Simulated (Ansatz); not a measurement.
Input file:

```yaml
crystal:
  periodic: [false, false, false]
  atoms:
    - {symbol: As, position_ang: [0.000000, 0.000000, 0.000000]}
    - {symbol: Li, position_ang: [0.000000, 0.000000, 4.571000]}
basis:
  gaussian: {orbitals: cc-pVDZ}
magnetization: {spin_polarized: true, initial_magnetization: 2}
correlation: {method: ccsdt_q, electrons: outside_noble_gas}
```

```sh
$ ansatz run in.yaml --threads 1 --pin off --events-out ev --progress --plain --max-ram 2393MiB
```

The program prints:

```
740 factors; integrals over basis functions are off by at most 1.6e-7 eV
mean field evaluation 1: about -60994.9292 eV, gradient 6.3e0 eV
mean field evaluation 2: about -60994.9310 eV, gradient 6.3e0 eV
mean field evaluation 4: about -60996.4647 eV, gradient 2.8e0 eV
mean field evaluation 8: about -60997.0373 eV, gradient 3.4e-1 eV
mean field evaluation 16: about -60997.0422 eV, gradient 2.2e-5 eV
mean field evaluation 32: about -60994.4395 eV, gradient 6.4e0 eV
mean field evaluation 64: about -60996.1713 eV, gradient 2.0e-6 eV
mean field evaluation 96: about -60996.1685 eV, gradient 5.3e-2 eV
mean field evaluation 128: about -60994.0007 eV, gradient 3.9e0 eV
mean field evaluation 160: about -60997.0422 eV, gradient 1.6e-6 eV
...
mean field -60997.04219927 eV, -2241.5999555430 hartree, gradient 1.6e-6 eV, S^2 2.970239; 22 other end points of the search recorded, 0 dependent functions left out
determinant -60997.04219927 eV, -2241.5999555430 hartree, with singles and doubles -60998.96638216 eV, -2241.6706679598 hartree
determinant -60996.17133333 eV, -2241.5679518099 hartree, with singles and doubles -60998.23317622 eV, -2241.6437231387 hartree
determinant -60996.08825061 eV, -2241.5648985762 hartree, with singles and doubles -60998.12283503 eV, -2241.6396681748 hartree
determinant -60995.26720320 eV, -2241.5347256406 hartree, with singles and doubles -60997.34684957 eV, -2241.6111512351 hartree
determinant -60995.21650642 eV, -2241.5328625683 hartree, with singles and doubles -60997.15672204 eV, -2241.6041641772 hartree
determinant -60994.77326253 eV, -2241.5165736557 hartree, with singles and doubles -60997.11981959 eV, -2241.6028080372 hartree
determinant -60994.68717435 eV, -2241.5134099735 hartree, with singles and doubles -60996.99476742 eV, -2241.5982124545 hartree
determinant -60994.62639930 eV, -2241.5111765316 hartree, with singles and doubles -60996.94588774 eV, -2241.5964161597 hartree
determinant -60994.42514728 eV, -2241.5037806563 hartree, with singles and doubles -60997.04096925 eV, -2241.5999103406 hartree
determinant -60994.36108515 eV, -2241.5014264163 hartree, with singles and doubles -60996.55529748 eV, -2241.5820622321 hartree
determinant -60994.29258719 eV, -2241.4989091629 hartree, with singles and doubles -60996.31052330 eV, -2241.5730669472 hartree
determinant -60994.29242833 eV, -2241.4989033249 hartree, with singles and doubles -60996.32199718 eV, -2241.5734886043 hartree
determinant -60994.10793044 eV, -2241.4921231525 hartree, with singles and doubles -60996.14069807 eV, -2241.5668259851 hartree
determinant -60994.04097296 eV, -2241.4896625103 hartree, with singles and doubles -60996.64084385 eV, -2241.5852060033 hartree
determinant -60993.66740903 eV, -2241.4759342891 hartree, with singles and doubles -60996.15118917 eV, -2241.5672115256 hartree
determinant -60995.32441411 eV, -2241.5368281026 hartree, with singles and doubles -60998.55752722 eV, -2241.6556428181 hartree
15 core orbitals not correlated: weight in the atoms' cores, before any rotation towards them, 1.000 or more for the frozen orbitals, at most 0.000 for the correlated occupied ones
reference -60997.04219927 eV, -2241.5999555430 hartree; 4, 2 occupied and 22, 24 virtual orbitals, 740 factors
second order -1.51591708 eV of doubles, -0.00000000 eV of singles
...
cycle  29  -1.96806346 eV  change    1.3e-7 eV  update   4.2e-6
cycle  30  -1.96806377 eV  change   -3.0e-7 eV  update   4.0e-6
cycle  31  -1.96806415 eV  change   -3.8e-7 eV  update   2.7e-6
cycle  32  -1.96806463 eV  change   -4.8e-7 eV  update   2.7e-6
cycle  33  -1.96806510 eV  change   -4.7e-7 eV  update   8.8e-7
cycle  34  -1.96806544 eV  change   -3.4e-7 eV  update   1.2e-6
cycle  35  -1.96806577 eV  change   -3.2e-7 eV  update   6.4e-7
cycle  36  -1.96806604 eV  change   -2.8e-7 eV  update   9.8e-7
cycle  37  -1.96806619 eV  change   -1.5e-7 eV  update   9.4e-7
cycle  38  -1.96806611 eV  change    8.0e-8 eV  update   3.5e-7
perturbative correction -0.00334336 eV, -0.0001228662 hartree
Total energy: -60999.01360874 eV, -2241.6724035048 hartree
```

The determinant's ⟨S²⟩ is 2.97 against 2.00 for a pure state.

Ran on 1 thread of Arm Neoverse V1, shared host: 13 s wall, 0.16 GiB peak host memory.
